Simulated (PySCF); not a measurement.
C₃H₂ (singlet state).
Atom-mapped SMILES: `[C:1]=[C:2]=[CH2:3]` (hydrogens: H4, H5 on C3)
Bond orders are those of one Lewis drawing.

Method: PBE0-D3(BJ)/def2-SVP geometry optimisation, gas phase (PySCF); density fitting, grid level 1; the optimiser is geomeTRIC in internal coordinates, started from a GFN2-xTB structure with every atom displaced at random (about 0.01 Å).

The end geometry, which sets the zero of energy:
```
atom  x, y, z in Å
C1      1.8826   -0.1955   -0.8358
C2      0.7066   -0.0773   -0.3162
C3     -0.5026    0.0446    0.2171
H4     -1.0478    0.9978    0.1950
H5     -1.0053   -0.8034    0.7017
```

Question: These geometries come from the run, each turned onto the end geometry. Order them by energy, lowest first.
A.
```
atom  x, y, z in Å
C1      1.8566   -0.2200   -0.8856
C2      0.7526   -0.0507   -0.2324
C3     -0.4977    0.0557    0.2210
H4     -1.0704    0.9841    0.1829
H5     -1.0076   -0.8029    0.6759
```
B.
```
atom  x, y, z in Å
C1      1.8781   -0.1949   -0.8270
C2      0.6924   -0.0689   -0.3197
C3     -0.5261    0.0456    0.2155
H4     -1.0200    0.9810    0.1935
H5     -0.9910   -0.7964    0.6996
```
C.
```
atom  x, y, z in Å
C1      1.8765   -0.1890   -0.8502
C2      0.7134   -0.0697   -0.2982
C3     -0.5039    0.0393    0.2276
H4     -1.0316    0.9913    0.1811
H5     -1.0208   -0.8056    0.7015
```

Answer: C (0.005 eV), A (0.021 eV), B (0.047 eV).

In the order of the answer:

| step | E above end (eV) | largest force (eV/Å) | rms force component (eV/Å) | rms distance from end (Å) | rms bond change (Å) | bond most changed (Å) |
| --- | --- | --- | --- | --- | --- | --- |
| 4 | 0.005 | 0.43 | 0.152 | 0.018 | 0.005 | C3–H4 -0.009 |
| 3 | 0.021 | 0.56 | 0.202 | 0.055 | 0.005 | C2=C3 +0.007 |
| 0 | 0.047 | 1.95 | 0.682 | 0.021 | 0.023 | C3–H4 -0.040 |

The cost below is that of the whole optimisation. Time: 4.5 s wall; peak memory 0.26 GiB. Hardware: Arm Neoverse V1, one thread, no GPU, on a shared host.
